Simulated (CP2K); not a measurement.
**BPH6 (SMILES [BH3-][PH3+]): a chain of runs**

Aim: a series of 11 runs (PBE/SZV-GTH, PBE/DZVP-GTH, PBE/TZVP-GTH, PBE/TZV2P-GTH, PBE/QZV2P-GTH, PBE/QZV3P-GTH) of BPH6. 

The results are computed with CP2K 2026.2.

1 further run of the same task is left out (set aside as unsound or not needed).

**1. The structure to begin with**

BPH6 has 8 atoms, charge 0, and is taken as a singlet. As SMILES, `[BH3-][PH3+]`. One bond was lengthened or shortened from a relaxed shape.

Bond lengths: B1–P2 1.910 Å, B1–H3 1.209 Å, B1–H4 1.209 Å, B1–H5 1.209 Å, P2–H6 1.549 Å, P2–H7 1.409 Å, P2–H8 1.408 Å. Some angles: B1–P2–H6 118.0°, B1–P2–H7 118.1°, B1–P2–H8 118.0°, P2–B1–H3 103.8°, P2–B1–H4 103.8°, P2–B1–H5 103.8°, H6–P2–H7 99.7°, H6–P2–H8 99.7°, H7–P2–H8 99.7°, H3–B1–H4 114.5°.

**2. Energy and forces at PBE/SZV-GTH (core potential) (run 1)**

File molecule.xyz:

```xyz
8

B     -0.554590     0.133491    -1.019086
P      0.435410    -0.275309     0.562614
H     -1.691890     0.249391    -0.625186
H     -0.366290    -0.823909    -1.733086
H     -0.053990     1.160491    -1.414986
H      0.418800     0.755700     1.718800
H      1.824610    -0.474009     0.442014
H      0.090710    -1.438909     1.277514
```

File mol.inp:

```
&GLOBAL
  PROJECT_NAME mol
  RUN_TYPE ENERGY_FORCE
  PRINT_LEVEL MEDIUM
&END GLOBAL
&FORCE_EVAL
  METHOD QUICKSTEP
  &DFT
    BASIS_SET_FILE_NAME GTH_BASIS_SETS
    POTENTIAL_FILE_NAME GTH_POTENTIALS
    CHARGE 0
    MULTIPLICITY 1
    ! Quickstep
    &QS
      METHOD GPW
      EPS_DEFAULT 1.0E-10
    &END QS
    ! plane-wave cutoff in Ry
    &MGRID
      CUTOFF 400
      REL_CUTOFF 50
      NGRIDS 4
    &END MGRID
    &POISSON
      PERIODIC NONE
      POISSON_SOLVER MULTIPOLE
    &END POISSON
    &SCF
      SCF_GUESS ATOMIC
      EPS_SCF 1.0E-06
      MAX_SCF 80
      ADDED_MOS 10
      &DIAGONALIZATION
        ALGORITHM STANDARD
      &END DIAGONALIZATION
      &MIXING
        METHOD BROYDEN_MIXING
        ALPHA 0.4
        NBUFFER 8
      &END MIXING
    &END SCF
    &XC
      &XC_FUNCTIONAL PBE
      &END XC_FUNCTIONAL
    &END XC
    ! extra output
    &PRINT
      &MOMENTS
        PERIODIC F
        REFERENCE COM
        MAX_MOMENT 1
      &END MOMENTS
      &MO ON
        ENERGIES T
        OCCUPATION_NUMBERS T
        NDIGITS 6
        &EACH
          QS_SCF 0
        &END EACH
        ADD_LAST NUMERIC
      &END MO
      &HIRSHFELD OFF
      &END HIRSHFELD
    &END PRINT
  &END DFT
  &SUBSYS
    &CELL
      ABC [angstrom] 11.7 10.8 11.7
      PERIODIC NONE
    &END CELL
    &TOPOLOGY
      COORD_FILE_NAME molecule.xyz
      COORD_FILE_FORMAT XYZ
      &CENTER_COORDINATES
      &END CENTER_COORDINATES
    &END TOPOLOGY
    &KIND B
      BASIS_SET SZV-GTH-q3
      POTENTIAL GTH-PBE-q3
    &END KIND
    &KIND P
      BASIS_SET SZV-GTH-q5
      POTENTIAL GTH-PBE-q5
    &END KIND
    &KIND H
      BASIS_SET SZV-GTH-q1
      POTENTIAL GTH-PBE-q1
    &END KIND
  &END SUBSYS
  &PRINT
    &FORCES ON
    &END FORCES
  &END PRINT
&END FORCE_EVAL
```

Command:

```bash
OMP_NUM_THREADS=2 cp2k.psmp -i mol.inp -o mol.out
```

Log:

```text
CP2K| version string:                                       CP2K version 2026.2
[...]
 GLOBAL| Method name                                                        CP2K
[...]
 GLOBAL| Run type                                                   ENERGY_FORCE
[...]
 DFT| Spin restricted Kohn-Sham (RKS) calculation                            RKS
 DFT| Multiplicity                                                             1
[...]
 DFT| Charge                                                                   0
[...]
 FUNCTIONAL| PBE:
 QS| Method:                                                                 GPW
[...]
 QS| Density cutoff [a.u.]:                                                200.0
[...]
 QS| Relative density cutoff [a.u.]:                                        25.0
[...]
                             - Atoms:                                          8
[...]
                             - Spherical basis functions:                     14
[...]
 Number of electrons:                                                         14
[...]
     1 NoMix/Diag. 0.40E+00    2.0     1.28912411       -12.4424941182 -1.24E+01
[...]
    18 Broy./Diag. 0.40E+00    3.2     0.00000035       -12.6850553875  1.15E-06
  *** SCF run converged in    18 steps ***
[...]
  Overlap energy of the core charge distribution:               0.00000346724646
  Self energy of the core charge distribution:                -30.92314272376475
  Core Hamiltonian energy:                                      7.36476825196081
  Hartree energy:                                              15.33114719969663
  Exchange-correlation energy:                                 -4.45783158262527
  Total energy:                                               -12.68505538748611
[...]
 ENERGY| Total FORCE_EVAL ( QS ) energy [hartree]            -12.685054087650379
[...]
```

It took 56 s on 2 threads of Intel Xeon Platinum 8488C (Sapphire Rapids), shared host; peak memory 2.1 GiB.

**3. Energy and gradient at PBE/DZVP-GTH (core potential) (run 2)**

File molecule.xyz:

```xyz
8

B     -0.556100     0.227200    -0.914000
P      0.433900    -0.181600     0.667700
H     -1.693400     0.343100    -0.520100
H     -0.367800    -0.730200    -1.628000
H     -0.055500     1.254200    -1.309900
H      0.418800     0.755700     1.718800
H      1.823100    -0.380300     0.547100
H      0.089200    -1.345200     1.382600
```

File qs.inp:

```
&GLOBAL
   PROJECT_NAME qs
   RUN_TYPE ENERGY_FORCE
   PRINT_LEVEL MEDIUM
&END GLOBAL

&FORCE_EVAL
   METHOD QS
   &DFT
      BASIS_SET_FILE_NAME GTH_BASIS_SETS
      POTENTIAL_FILE_NAME GTH_POTENTIALS
      CHARGE 0
      MULTIPLICITY 1
      &QS
         METHOD GPW
         EPS_DEFAULT 1.0E-10
      &END QS
      &MGRID
         CUTOFF 400
         REL_CUTOFF 50
         NGRIDS 4
      &END MGRID
      &POISSON
         PERIODIC NONE
         POISSON_SOLVER MULTIPOLE
      &END POISSON
      &SCF
         SCF_GUESS ATOMIC
         EPS_SCF 1.0E-06
         MAX_SCF 80
         ADDED_MOS 10
         &DIAGONALIZATION
            ALGORITHM STANDARD
         &END DIAGONALIZATION
         &MIXING
            METHOD BROYDEN_MIXING
            ALPHA 0.4
            NBUFFER 8
         &END MIXING
      &END SCF
      &XC
         &XC_FUNCTIONAL PBE
         &END XC_FUNCTIONAL
      &END XC
      &PRINT
         &MOMENTS
            PERIODIC F
            REFERENCE COM
            MAX_MOMENT 1
         &END MOMENTS
         &MO ON
            ENERGIES T
            OCCUPATION_NUMBERS T
            NDIGITS 6
            &EACH
               QS_SCF 0
            &END EACH
            ADD_LAST NUMERIC
         &END MO
         &HIRSHFELD OFF
         &END HIRSHFELD
      &END PRINT
   &END DFT
   &SUBSYS
      &CELL
         ABC [angstrom] 11.7 10.8 11.5
         PERIODIC NONE
      &END CELL
      &TOPOLOGY
         COORD_FILE_NAME molecule.xyz
         COORD_FILE_FORMAT XYZ
         &CENTER_COORDINATES
         &END CENTER_COORDINATES
      &END TOPOLOGY
      &KIND B
         BASIS_SET DZVP-GTH-q3
         POTENTIAL GTH-PBE-q3
      &END KIND
      &KIND P
         BASIS_SET DZVP-GTH-q5
         POTENTIAL GTH-PBE-q5
      &END KIND
      &KIND H
         BASIS_SET DZVP-GTH-q1
         POTENTIAL GTH-PBE-q1
      &END KIND
   &END SUBSYS
   &PRINT
      &FORCES ON
      &END FORCES
   &END PRINT
&END FORCE_EVAL
```

Command:

```bash
OMP_NUM_THREADS=2 cp2k.psmp -i qs.inp -o qs.out
```

Log:

```text
CP2K| version string:                                       CP2K version 2026.2
[...]
 GLOBAL| Method name                                                        CP2K
[...]
 GLOBAL| Run type                                                   ENERGY_FORCE
[...]
 DFT| Spin restricted Kohn-Sham (RKS) calculation                            RKS
 DFT| Multiplicity                                                             1
[...]
 DFT| Charge                                                                   0
[...]
 FUNCTIONAL| PBE:
 QS| Method:                                                                 GPW
[...]
 QS| Density cutoff [a.u.]:                                                200.0
[...]
 QS| Relative density cutoff [a.u.]:                                        25.0
[...]
                             - Atoms:                                          8
[...]
                             - Spherical basis functions:                     56
[...]
 Number of electrons:                                                         14
[...]
     1 NoMix/Diag. 0.40E+00    1.8     0.95161676       -12.4834422311 -1.25E+01
[...]
    19 Broy./Diag. 0.40E+00    2.8     0.00000083       -12.9132050803 -3.06E-06
  *** SCF run converged in    19 steps ***
[...]
  Overlap energy of the core charge distribution:               0.00000350364814
  Self energy of the core charge distribution:                -30.92314272376475
  Core Hamiltonian energy:                                      8.54846546480001
  Hartree energy:                                              14.33199952843922
  Exchange-correlation energy:                                 -4.87053085339114
  Total energy:                                               -12.91320508026852
[...]
 ENERGY| Total FORCE_EVAL ( QS ) energy [hartree]            -12.913209078950860
[...]
```

It took 59 s on 2 threads of Intel Xeon Platinum 8488C (Sapphire Rapids), shared host; peak memory 2.1 GiB.

Runs 3 to 5 aren't shown in full; the table further down has their settings and results.

**4. Energy and forces at PBE/TZV2P-GTH (core potential) (run 6)**

molecule.xyz is that of step 3.

File calc.inp:

```
&GLOBAL
 PROJECT_NAME calc
 RUN_TYPE ENERGY_FORCE
 PRINT_LEVEL MEDIUM
&END GLOBAL

&FORCE_EVAL
 METHOD Quickstep
 &DFT
  BASIS_SET_FILE_NAME GTH_BASIS_SETS
  POTENTIAL_FILE_NAME GTH_POTENTIALS
  ! Quickstep
  &QS
   METHOD GPW
   EPS_DEFAULT 1.0E-10
  &END QS
  &MGRID
   CUTOFF 400
   REL_CUTOFF 50
   NGRIDS 4
  &END MGRID
  ! no periodic images
  &POISSON
   PERIODIC NONE
   POISSON_SOLVER MULTIPOLE
  &END POISSON
  &SCF
   SCF_GUESS ATOMIC
   EPS_SCF 1.0E-06
   MAX_SCF 80
   ADDED_MOS 10
   &DIAGONALIZATION
    ALGORITHM STANDARD
   &END DIAGONALIZATION
   &MIXING
    METHOD BROYDEN_MIXING
    ALPHA 0.4
    NBUFFER 8
   &END MIXING
  &END SCF
  &XC
   &XC_FUNCTIONAL PBE
   &END XC_FUNCTIONAL
  &END XC
  ! extra output
  &PRINT
   &MOMENTS
    PERIODIC F
    REFERENCE COM
    MAX_MOMENT 1
   &END MOMENTS
   &MO ON
    ENERGIES T
    OCCUPATION_NUMBERS T
    NDIGITS 6
    &EACH
     QS_SCF 0
    &END EACH
    ADD_LAST NUMERIC
   &END MO
   &HIRSHFELD OFF
   &END HIRSHFELD
  &END PRINT
 &END DFT
 ! atoms, cell and kinds
 &SUBSYS
  &CELL
   ABC 11.7 10.8 11.5
   PERIODIC NONE
  &END CELL
  &TOPOLOGY
   COORD_FILE_NAME molecule.xyz
   COORD_FILE_FORMAT XYZ
   &CENTER_COORDINATES
   &END CENTER_COORDINATES
  &END TOPOLOGY
  &KIND B
   BASIS_SET TZV2P-GTH-q3
   POTENTIAL GTH-PBE-q3
  &END KIND
  &KIND P
   BASIS_SET TZV2P-GTH-q5
   POTENTIAL GTH-PBE-q5
  &END KIND
  &KIND H
   BASIS_SET TZV2P-GTH-q1
   POTENTIAL GTH-PBE-q1
  &END KIND
 &END SUBSYS
 ! extra output
 &PRINT
  &FORCES ON
  &END FORCES
 &END PRINT
&END FORCE_EVAL
```

Command:

```bash
OMP_NUM_THREADS=2 cp2k.psmp calc.inp > calc.out
```

Log:

```text
CP2K| version string:                                       CP2K version 2026.2
[...]
 GLOBAL| Method name                                                        CP2K
[...]
 GLOBAL| Run type                                                   ENERGY_FORCE
[...]
 DFT| Spin restricted Kohn-Sham (RKS) calculation                            RKS
 DFT| Multiplicity                                                             1
[...]
 DFT| Charge                                                                   0
[...]
 FUNCTIONAL| PBE:
 QS| Method:                                                                 GPW
[...]
 QS| Density cutoff [a.u.]:                                                200.0
[...]
 QS| Relative density cutoff [a.u.]:                                        25.0
[...]
                             - Atoms:                                          8
[...]
                             - Spherical basis functions:                     98
[...]
 Number of electrons:                                                         14
[...]
     1 NoMix/Diag. 0.40E+00    1.6     1.13198938       -12.5010573126 -1.25E+01
[...]
    22 Broy./Diag. 0.40E+00    2.4     0.00000063       -12.9352517944 -7.21E-08
  *** SCF run converged in    22 steps ***
[...]
  Overlap energy of the core charge distribution:               0.00000350364814
  Self energy of the core charge distribution:                -30.92314272376475
  Core Hamiltonian energy:                                      8.58368582952002
  Hartree energy:                                              14.26565270580939
  Exchange-correlation energy:                                 -4.86145110958341
  Total energy:                                               -12.93525179437061
[...]
 ENERGY| Total FORCE_EVAL ( QS ) energy [hartree]            -12.935252182394906
[...]
```

It took 55 s on 2 threads of Intel Xeon Platinum 8488C (Sapphire Rapids), shared host; peak memory 2.1 GiB.

Runs 7 to 10 aren't shown in full; the table further down has their settings and results.

**5. Energy and forces at PBE/QZV3P-GTH (core potential) (run 11)**

File molecule.xyz:

```xyz
8

B     -0.554590     0.133491    -1.019086
P      0.435410    -0.275309     0.562614
H     -1.691890     0.249391    -0.625186
H     -0.366290    -0.823909    -1.733086
H     -0.053990     1.160491    -1.414986
H      0.418800     0.755700     1.718800
H      1.824610    -0.474009     0.442014
H      0.090710    -1.438909     1.277514
```

File molecule.inp:

```
&GLOBAL
    PROJECT_NAME molecule
    RUN_TYPE ENERGY_FORCE
    PRINT_LEVEL MEDIUM
&END
&FORCE_EVAL
    METHOD QUICKSTEP
    &DFT
        BASIS_SET_FILE_NAME GTH_BASIS_SETS
        POTENTIAL_FILE_NAME GTH_POTENTIALS
        CHARGE 0
        MULTIPLICITY 1
        &QS
            METHOD GPW
            EPS_DEFAULT 1.0E-10
        &END
        &MGRID
            CUTOFF 400
            REL_CUTOFF 50
            NGRIDS 4
        &END
        &POISSON
            PERIODIC NONE
            POISSON_SOLVER MULTIPOLE
        &END
        &SCF
            SCF_GUESS ATOMIC
            EPS_SCF 1.0E-06
            MAX_SCF 80
            ADDED_MOS 10
            &DIAGONALIZATION
                ALGORITHM STANDARD
            &END
            &MIXING
                METHOD BROYDEN_MIXING
                ALPHA 0.4
                NBUFFER 8
            &END
        &END
        &XC
            &XC_FUNCTIONAL PBE
            &END
        &END
        &PRINT
            &MOMENTS
                PERIODIC F
                REFERENCE COM
                MAX_MOMENT 1
            &END
            &MO ON
                ENERGIES T
                OCCUPATION_NUMBERS T
                NDIGITS 6
                &EACH
                    QS_SCF 0
                &END
                ADD_LAST NUMERIC
            &END
            &HIRSHFELD OFF
            &END
        &END
    &END
    &SUBSYS
        &CELL
            ABC [angstrom] 11.7 10.8 11.7
            PERIODIC NONE
        &END
        &TOPOLOGY
            COORD_FILE_NAME molecule.xyz
            COORD_FILE_FORMAT XYZ
            &CENTER_COORDINATES
            &END
        &END
        &KIND B
            BASIS_SET QZV3P-GTH-q3
            POTENTIAL GTH-PBE-q3
        &END
        &KIND P
            BASIS_SET QZV3P-GTH-q5
            POTENTIAL GTH-PBE-q5
        &END
        &KIND H
            BASIS_SET QZV3P-GTH-q1
            POTENTIAL GTH-PBE-q1
        &END
    &END
    &PRINT
        &FORCES ON
        &END
    &END
&END
```

Command:

```bash
OMP_NUM_THREADS=2 cp2k.psmp molecule.inp > molecule.out
```

Log:

```text
CP2K| version string:                                       CP2K version 2026.2
[...]
 GLOBAL| Method name                                                        CP2K
[...]
 GLOBAL| Run type                                                   ENERGY_FORCE
[...]
 DFT| Spin restricted Kohn-Sham (RKS) calculation                            RKS
 DFT| Multiplicity                                                             1
[...]
 DFT| Charge                                                                   0
[...]
 FUNCTIONAL| PBE:
 QS| Method:                                                                 GPW
[...]
 QS| Density cutoff [a.u.]:                                                200.0
[...]
 QS| Relative density cutoff [a.u.]:                                        25.0
[...]
                             - Atoms:                                          8
[...]
                             - Spherical basis functions:                    140
[...]
 Number of electrons:                                                         14
[...]
     1 NoMix/Diag. 0.40E+00    1.6     1.10905020       -12.4956600315 -1.25E+01
[...]
    23 Broy./Diag. 0.40E+00    2.4     0.00000065       -12.9337151769 -2.10E-07
  *** SCF run converged in    23 steps ***
[...]
  Overlap energy of the core charge distribution:               0.00000346724646
  Self energy of the core charge distribution:                -30.92314272376475
  Core Hamiltonian energy:                                      8.49322802233208
  Hartree energy:                                              14.32695394411596
  Exchange-correlation energy:                                 -4.83075788678609
  Total energy:                                               -12.93371517685635
[...]
 ENERGY| Total FORCE_EVAL ( QS ) energy [hartree]            -12.933715331143169
[...]
```

Run time: 56 s. Hardware: 2 threads of Intel Xeon Platinum 8488C (Sapphire Rapids), shared host; peak memory 2.1 GiB.

**6. The series**

| run | level | cell | partner | energy (Eh) | dipole moment (D) | HOMO energy (eV) | LUMO energy (eV) | wall time |
| --- | --- | --- | --- | --- | --- | --- | --- | --- |
| 1 | PBE/SZV-GTH (core potential) | (11.7, 10.8, 11.7) | bond moved | -12.685054 | 5.05 | -9.07 | -1.93 | 56 s |
| 2 | PBE/DZVP-GTH (core potential) | (11.7, 10.8, 11.5) | base | -12.913209 | 4.06 | -7.01 | 0.23 | 59 s |
| 3 | PBE/DZVP-GTH (core potential) | (11.7, 10.8, 11.7) | bond moved | -12.909134 | 3.96 | -7.03 | -0.43 | 50 s |
| 4 | PBE/TZVP-GTH (core potential) | (11.7, 10.8, 11.5) | base | -12.926357 | 4.08 | -7.23 | -0.23 | 57 s |
| 5 | PBE/TZVP-GTH (core potential) | (11.7, 10.8, 11.7) | bond moved | -12.921845 | 3.98 | -7.25 | -0.87 | 56 s |
| 6 | PBE/TZV2P-GTH (core potential) | (11.7, 10.8, 11.5) | base | -12.935252 | 3.89 | -7.28 | -0.24 | 55 s |
| 7 | PBE/TZV2P-GTH (core potential) | (11.7, 10.8, 11.7) | bond moved | -12.930053 | 3.80 | -7.30 | -0.92 | 53 s |
| 8 | PBE/QZV2P-GTH (core potential) | (11.7, 10.8, 11.5) | base | -12.936571 | 3.86 | -7.30 | -0.73 | 58 s |
| 9 | PBE/QZV2P-GTH (core potential) | (11.7, 10.8, 11.7) | bond moved | -12.931439 | 3.77 | -7.32 | -1.15 | 57 s |
| 10 | PBE/QZV3P-GTH (core potential) | (11.7, 10.8, 11.5) | base | -12.939108 | 3.82 | -7.31 | -0.72 | 57 s |
| 11 | PBE/QZV3P-GTH (core potential) | (11.7, 10.8, 11.7) | bond moved | -12.933715 | 3.72 | -7.33 | -1.15 | 56 s |

Convergence of the total energy of singlet BPH6 with the basis set, against the last point:

| basis set | from the last (mEh) | wall time |
| --- | --- | --- |
| DZVP-GTH | +25.899 | 59 s |
| TZVP-GTH | +12.751 | 57 s |
| TZV2P-GTH | +3.856 | 55 s |
| QZV2P-GTH | +2.538 | 58 s |
| QZV3P-GTH | +0.000 | 57 s |

Convergence of the dipole moment of singlet BPH6 with the basis set, against the last point:

| basis set | from the last (D) | wall time |
| --- | --- | --- |
| DZVP-GTH | +0.2400 | 59 s |
| TZVP-GTH | +0.2599 | 57 s |
| TZV2P-GTH | +0.0710 | 55 s |
| QZV2P-GTH | +0.0479 | 58 s |
| QZV3P-GTH | +0.0000 | 57 s |

**7. What came out**

| quantity | value |
| --- | --- |
| run 11, PBE/QZV3P-GTH: total energy | -12.93372 Eh |
| run 11, PBE/QZV3P-GTH: dipole moment | 3.72 D |
| run 11, PBE/QZV3P-GTH: HOMO energy | -7.33 eV |
| run 11, PBE/QZV3P-GTH: LUMO energy | -1.15 eV |
| run 11, PBE/QZV3P-GTH: HOMO–LUMO gap | 6.18 eV |
| run 11, PBE/QZV3P-GTH: largest force on an atom | 1.998 eV/Å |
| energy change with the P2–H6 bond stretched from 1.408 to 1.549 Å, PBE/DZVP-GTH | 0.111 eV |
| energy change with the P2–H6 bond stretched from 1.408 to 1.549 Å, PBE/TZVP-GTH | 0.123 eV |
| energy change with the P2–H6 bond stretched from 1.408 to 1.549 Å, PBE/TZV2P-GTH | 0.141 eV |
| energy change with the P2–H6 bond stretched from 1.408 to 1.549 Å, PBE/QZV2P-GTH | 0.140 eV |
| energy change with the P2–H6 bond stretched from 1.408 to 1.549 Å, PBE/QZV3P-GTH | 0.147 eV |

**Reading.** For the total energy of singlet BPH6 to stay within 10 mEh of the last point, TZV2P-GTH is the first point of the series from which all later ones do (55 s against 57 s). For the dipole moment of singlet BPH6 to stay within 0.1 D of the last point, TZV2P-GTH is the first point of the series from which all later ones do (55 s against 57 s). Over runs 1, 3, 5, 7, 9, 11 the dipole moment (its size) runs from 3.72 D (PBE/QZV3P-GTH) to 5.05 D (PBE/SZV-GTH). Over runs 1, 3, 5, 7, 9, 11 the HOMO–LUMO gap runs from 6.18 eV (PBE/QZV2P-GTH) to 7.15 eV (PBE/SZV-GTH). In run 1 the basis is minimal, so the values are rough. All runs together took 10 min, the longest 59 s.
